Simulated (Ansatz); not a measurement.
Geometry optimisation, Ansatz, RKS PBE/6-31G*.

Input:

```yaml
crystal:
  periodic: [false, false, false]
  atoms:
    - { symbol: C, position_ang: [-0.79786, 0.47853, -0.30594] }
    - { symbol: Al, position_ang: [0.94378, -0.38165, 0.21159] }
    - { symbol: Na, position_ang: [1.29552, -2.502, 1.89711] }
    - { symbol: H, position_ang: [-1.3526, 0.86069, 0.56553] }
    - { symbol: H, position_ang: [-0.69906, 1.33129, -0.99368] }
    - { symbol: H, position_ang: [-1.48505, -0.22567, -0.80084] }
    - { symbol: H, position_ang: [2.09526, 0.43882, -0.57378] }
basis:
  gaussian: { orbitals: "6-31G*" }
hamiltonian:
  xc: pbe
relax:
  f_tol: 0.02
  max_steps: 40
scf:
  lower_state_search: "off"
```

Run as:

```bash
$ ansatz run input.yaml --threads 1 --pin off --max-ram 2048MiB --backend cpu --events-out ev --progress --plain --runs-dir out
```

**Question.** Where does it end, and by what steps?

**Answer.** The forces met the threshold. After 3 steps the energy has fallen by 0.072 eV; Na3 moved furthest, 0.10 Å.

| step | energy less start (eV) | largest force component (eV/Å) | accepted |
| --- | --- | --- | --- |
| 0 | 0.0000 | 0.490 | yes |
| 1 | -0.0548 | 0.225 | yes |
| 2 | -0.0716 | 0.081 | yes |
| 3 | -0.0724 | 0.018 | yes |

```xyz
7
Properties=species:S:1:pos:R:3
C -0.828 0.504 -0.322
Al 0.935 -0.320 0.163
Na 1.295 -2.581 1.961
H -1.359 0.846 0.587
H -0.739 1.361 -1.013
H -1.490 -0.249 -0.791
H 2.185 0.439 -0.585
```

The run took 4.8 s on 1 CPU thread of a shared host.
